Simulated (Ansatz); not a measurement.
Ansatz input

```yaml
crystal:
  lattice:
    - [3.3923379164, 0.0, 0.0]
    - [0.0, 3.3923379164, 0.0]
    - [0.0, 0.0, 4.7727603351]
  atoms:
    - { symbol: Ce, position: [1.0, 1.0, 0.0], spin: 1.0 }
    - { symbol: Ce, position: [0.5, 0.5, 0.5], spin: -1.0 }
hamiltonian:
  xc: revpbe
  pseudopotentials:
    kind: paw
    azcp:
      Ce: "pseudopotentials/Ce.paw.azcp"
basis:
  ecutwfc: 420
  fft_grid_basis: typed
kpoints:
  mp_grid: { grid: [12, 12, 9], shift: [0, 0, 0] }
magnetization:
  spin_polarized: true
scf:
  occupations: { method: fermi_dirac, width: 0.05 }
output:
  stress: true
```

and its output:

```
band count auto-derived: 31 (N_el = 24.0; filled up to band 12; 17 by the electrons, moments and atoms)
Engine: ansatz 0.2.0, x86_64-unknown-linux-gnu
Pseudopotentials: kind: paw
Pseudopotential: Ce, paw, valence charge 12, recommended cutoff 420 eV (normal) 
Functional definition: revPBE
  parameter kappa = 1.245
  parameter beta = 0.06672455060314922
  exchange = pbe_x(kappa = kappa, mu = beta*pi^2/3)
  correlation = pbe_c(beta = beta)
Crystal: 2 atoms, lattice volume = 54.925 Å³
Basis set: ecut = 420 eV, 1059 PW (Γ)
Bands: 31, of which v1, the nominal top of the filled ones, is band 12 counted from 1 (11 counted from 0)
Symmetry: 16 space group operations
Space group: P4/mmm (ITA 123), of the structure as read, at distance tolerance 3.8e-5 Å
Magnetic group: BNS 123.350 (UNI 1010), of the structure as read, at distance tolerance 3.8e-5 Å
k-points: 140 of 1296
Non-local potential: Ce, projectors of the file, l = 0: 3, l = 1: 2, l = 2: 2, l = 3: 3
PAW form: soft (Blöchl's): semilocal exchange-correlation on the pseudo side does not see the compensation charge
PAW frozen core: Ce, regenerated for the run's functional, and the local potential with it (the file was generated under x = pbe(κ = 0.804, μ = 0.2195149727645171), c = pbe(β = 0.06672455060314922))
PAW one-centre angular grid: Ce, 590 points (default); XC on 64 Gauss nodes
Initial density: superposition of atomic densities (chi_scale 0.1, normalization cell)
Starting moments: Σ|m| = 2 μB on 2 of 2 sites
Starting magnetic order: antiferromagnet; a translation exchanges its spin sublattices: spin-degenerate at every k-point
Initial wavefunctions: pseudopotential atomic-orbital guess
Functional: x = revpbe(κ = 1.245, μ = 0.2195149727645171), c = pbe(β = 0.06672455060314922)
SCF iter   1: F=—  HF=-13167.931639 eV  |F-HF|=—  |Δ(HF+E_count)|=         —  Δρ=1.05e-1 (↑1.05e-1 ↓1.05e-1)  dr2=1.15e1  dr2_m=8.74e-1  M=0.000 μB ∫|m|=0.256 μB  β_m=0.30  ethr=3.10e-3  ⟨swp⟩=5.3  Hψ=17903  notcnv=0  defer=57
Mixer restart at iter 1: flushing history
spin=Collinear: Kerker preconditioning applied to the charge; magnetization (m = ρ↑ − ρ↓) channel mixes plain (no charge-response kernel on spin).
SCF iter   2: F=—  HF=-13166.297868 eV  |F-HF|=—  |Δ(HF+E_count)|=    1.63e0  Δρ=7.21e-2 (↑7.21e-2 ↓7.21e-2)  dr2=4.97e0  dr2_m=4.43e-1  M=0.000 μB ∫|m|=0.217 μB  β_m=0.59  ethr=3.10e-3  ⟨swp⟩=4.1  Hψ=12779  notcnv=0  defer=223
...
SCF converged after 12 iterations
Magnetization: 0.0000 μB (12.0000 up, 12.0000 down)
Absolute magnetization: 0.0000 μB (∫|ρ↑−ρ↓|, with the PAW one-centre terms)
Spin contamination: 0.0000 ħ² per cell (⟨S²⟩ above its minimum at these occupations)
Per-site moments (μB) at R_I (Å): [(7.602413441538292e-6, 1.3957374146759742), (-7.602413441538292e-6, 1.3957374146759742)]
Free energy (F): -13165.034711 eV
Harris-Foulkes:  -13165.034711 eV  (|F-HF|=1.10e-9)
Internal energy: -13164.990611 eV  (E = F + TS)
E sigma→0 (E₀):  -13165.012661 eV
Entropy (-TS):   -0.044099 eV (-22.050 meV/atom)
Fermi energy:    15.796144 eV
--- Per-component energies (eV) ---
  E_band       = 27.886088
  E_kinetic    = 746.679980
  E_local      = -638.721458  (includes V_loc(G=0)·N_el)
  E_nonlocal   = -83.853950
  E_hartree    = 214.918621
  E_xc         = -448.485538
  E_vxc        = -497.953852  (∫ρ·V_xc dr)
  E_paw        = -10970.362411  (= ΣΔE_a)
  E_vpaw       = 71.898924  (= ΣTr[D̂ρ^β])
  E_aug_tail   = 0.000000  (compensation charges beyond the density's cutoff)
  E_ewald      = -1985.063707
  E_core_change = -0.102150  (= ΣΔE_core)
  E_smearing   = -0.044099  (= −TS)
  E_closure    = 0.000000  (closes the sum)
  Σ components = -13165.034711   (vs F -13165.034711, Δ=0.00e0)
--- Stress (GPa, compression-positive) ---
       -0.184021       0.000000       0.000000
        0.000000      -0.184021       0.000000
        0.000000       0.000000       0.230385
  P = ⅓ Tr σ = -0.0459 GPa (-0.459 kbar)
--- Band table (eV; the first three rows and the last of 280) ---
  k-point 0 ↑: bands = ["-18.9329", "-18.3110", "-2.6851", "-1.2267", "-1.2267", "-0.2846", "-0.2846", "-0.2811", "12.8284", "13.0577", "13.7069", "15.6062", "16.1551", "16.1551", "16.1680", "16.2920", "16.3807", "16.3807", "16.4304", "16.6039", "16.6039", "16.6345", "16.8741", "16.8741", "16.8779", "17.4695", "17.4695", "17.5271", "20.7011", "20.8050", "22.7217"]
  k-point 1 ↑: bands = ["-18.9153", "-18.3309", "-2.6253", "-1.2008", "-1.2008", "-0.3732", "-0.3160", "-0.3160", "13.0096", "13.1636", "13.7592", "15.5557", "16.1425", "16.1670", "16.1670", "16.3047", "16.3815", "16.3815", "16.4342", "16.5928", "16.5928", "16.6426", "16.7839", "16.7839", "16.8524", "17.4496", "17.6777", "17.6777", "20.5730", "20.7781", "22.3102"]
  k-point 2 ↑: bands = ["-18.8641", "-18.3880", "-2.4501", "-1.1254", "-1.1254", "-0.6281", "-0.4050", "-0.4050", "13.4666", "13.5090", "13.9126", "15.4007", "16.0660", "16.2014", "16.2014", "16.3426", "16.3834", "16.3834", "16.4388", "16.5618", "16.5618", "16.6542", "16.6542", "16.6681", "16.7834", "17.2641", "18.1547", "18.1547", "19.9887", "20.9991", "21.3125"]
  k-point 139 ↓: bands = ["-18.3167", "-18.3167", "-2.1352", "-2.1352", "-1.8789", "-1.8789", "-1.3051", "-1.3051", "14.5964", "14.5964", "15.6129", "15.6129", "16.0231", "16.0231", "16.0503", "16.0503", "16.4281", "16.4281", "16.4433", "16.4433", "16.6257", "16.6257", "16.7600", "16.7600", "17.1022", "17.1022", "17.9130", "17.9130", "20.0961", "20.0961", "24.2623"]
```

With an open f shell the SCF can settle in more than one state.
